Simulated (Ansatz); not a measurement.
Worked example: correlation energy of O$_{2}$, triplet

Geometry: MP2(full)/6-31G*, from the G2/97 set.

```xyz
2

O     0.0000    0.0000    0.0000
O     0.0000    0.0000    1.2460
```

Basis cc-pVDZ; Ansatz 0.2.0. Correlated methods freeze the noble-gas cores, which leaves 12 electrons in 26 orbitals. Prefix R: restricted or restricted open-shell reference; prefix U: unrestricted.

Full CI isn't at hand for all of this; UCCSDTQ serves as the reference, and is uncertain by about the last step of the cluster series.

Runs differ by some tens of microhartree through their thresholds and, for an open shell, their frozen cores, so steps under 0.03 kcal/mol mean nothing.

```csv
level,total energy (hartree)
UHF,-149.618929
UMP2,-149.972978
UCCSD,-149.973943
UCCSD(T),-149.984699
UCCSDT,-149.984872
UCCSDT(Q),-149.987144
UCCSDTQ,-149.986924
```

Task: What is the correlation energy at UCCSDTQ, and what share of it do UMP2 and UCCSD recover?

Result: E(corr) = -149.986924 − (-149.618929) = -0.367995 hartree = -10.014 eV. UMP2: -0.354049 / -0.367995 = 96.21 %. UCCSD: -0.355014 / -0.367995 = 96.47 %.

Task: By how many kcal/mol does UCCSD(T) miss UCCSDTQ (1 hartree = 627.509 kcal/mol), and which steps make up the rest?

Result: -149.984699 − (-149.986924) = 0.002225 hartree = 1.40 kcal/mol. Steps: UCCSDT − UCCSD(T) = -0.11, UCCSDT(Q) − UCCSDT = -1.43, UCCSDTQ − UCCSDT(Q) = 0.14 kcal/mol. Differences between like states or geometries often cancel part of this.
